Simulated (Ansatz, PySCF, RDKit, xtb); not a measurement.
**BSiH: a search for the lowest isomer**

Task: start from the formula BSiH, draw up candidate structures, narrow them down in stages, and characterise the one that lies lowest at 600 K.

The funnel: GFN2-xTB relaxations, single points with a density functional, relaxations at B3LYP/6-31G*, harmonic vibrations, and a last energy at a higher level. All values are calculated.

6 further runs of the same task are left out: 6 set aside as unsound or not needed.

**1. Possible bonding patterns**

A program enumerates the bonding patterns with one Lewis structure each (two rings at most, one unusual centre or charged pair), with their diastereomers. O–O, O–halogen and N–halogen bonds and N–N–N chains are not drawn. That gives 3 candidates.

```
label   SMILES     spin
 c324   B=[Si]  singlet
 c447  B#[SiH]  singlet
 c626   B=[Si]  triplet
```

Candidates are built by distance geometry, with a force field where one applies, in up to four conformers (letters a to d). 2 starts with atoms placed at random are added, to find patterns that the rules miss.

Q: Predict the outcome of this search (final energies at CCSD(T)/def2-TZVPP).

| quantity | value |
| --- | --- |
| lowest structure found | B=[Si], triplet, C∞v |
| next finalist | B=[Si], singlet, 16.6 kcal/mol higher in G |
| share at equilibrium, among the finalists | 100.0 % |
| harmonic wavenumbers, lowest and highest (B3LYP/6-31G*) | 521 and 2762 cm⁻¹ |
| rotational constants, same geometry | 0.4945 cm⁻¹ |
| dipole moment (PBE0/def2-TZVPD) | 0.66 D |
| HOMO energy (highest over α and β) (PBE0/def2-TZVPD) | -6.65 eV |
| LUMO energy (lowest over α and β) (PBE0/def2-TZVPD) | -3.22 eV |
| lowest excitation (TD-CAM-B3LYP/def2-SVPD) | 1.89 eV (f = 0.002) |
| vertical ionisation energy (to the doublet cation) | 8.93 eV |
| vertical electron affinity | 1.40 eV |
| vertical singlet less triplet | +0.99 eV |

The lowest structure found is `B=[Si]`. The margin of 16.6 kcal/mol over the next finalist is beyond the usual error of the last level; it says nothing of structures that weren't ranked. HF/STO-3G, r2SCAN-D4/def2-SVP, B3LYP/6-31G*, HF/def2-TZVPP and MP2/def2-TZVPP already put its bonding pattern lowest among the structures in one piece. The closed-shell singlet of the same pattern is poorly described by one determinant, so the gap to it is too large. The stability test raises a flag; for an open shell a flag towards a general spinor solution can be the free rotation of the spin. The search is not exhaustive (a finite list of starts, one conformer a finalist), so a lower isomer can't be ruled out.
